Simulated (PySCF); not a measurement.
Molecule: SMILES C=C1C(N=C)=C1, C5H5N.

Geometry:
```json
{"atom": "C1", "x (Å)": "2.337", "y (Å)": "1.206", "z (Å)": "0.404"}
{"atom": "N2", "x (Å)": "1.294", "y (Å)": "0.816", "z (Å)": "1.004"}
{"atom": "C3", "x (Å)": "0.333", "y (Å)": "0.042", "z (Å)": "0.470"}
{"atom": "C4", "x (Å)": "-0.167", "y (Å)": "-1.163", "z (Å)": "0.202"}
{"atom": "C5", "x (Å)": "-1.042", "y (Å)": "-0.039", "z (Å)": "0.034"}
{"atom": "C6", "x (Å)": "-2.198", "y (Å)": "0.549", "z (Å)": "-0.274"}
{"atom": "H7", "x (Å)": "3.060", "y (Å)": "1.829", "z (Å)": "0.948"}
{"atom": "H8", "x (Å)": "2.563", "y (Å)": "0.957", "z (Å)": "-0.647"}
{"atom": "H9", "x (Å)": "-0.029", "y (Å)": "-2.241", "z (Å)": "0.225"}
{"atom": "H10", "x (Å)": "-3.046", "y (Å)": "-0.042", "z (Å)": "-0.623"}
{"atom": "H11", "x (Å)": "-2.316", "y (Å)": "1.630", "z (Å)": "-0.182"}
```

Geometry PBE0-D3(BJ)/def2-SVP throughout; GIAO in PySCF, gas phase, one conformer, non-relativistic; equivalent atoms averaged; functional PBE0.

For orientation, cc-pVDZ gives these shifts δ (against TMS, NH3 at the same level): C1 146.7, C5 124.1, C4 102.3, N2 366.7, H7 7.22, H8 7.38, H9 6.81, H11 3.41, H10 3.26 ppm.

A run gave: C1 152.7, C5 130.1, C4 105.5, N2 386.1, H7 7.35, H8 7.54, H9 6.96, H11 3.48, H10 3.31 ppm (shifts δ (against TMS, NH3 at the same level)).

Task: Which basis set was used in that run?
A. IGLO-III
B. STO-3G
C. 6-311+G(2d,p)
D. cc-pVTZ

Result: D. N2 tells them apart best: cc-pVTZ gives 386.1, 6-311+G(2d,p) gives 379.8, IGLO-III gives 391.1, STO-3G gives 273.5 ppm.
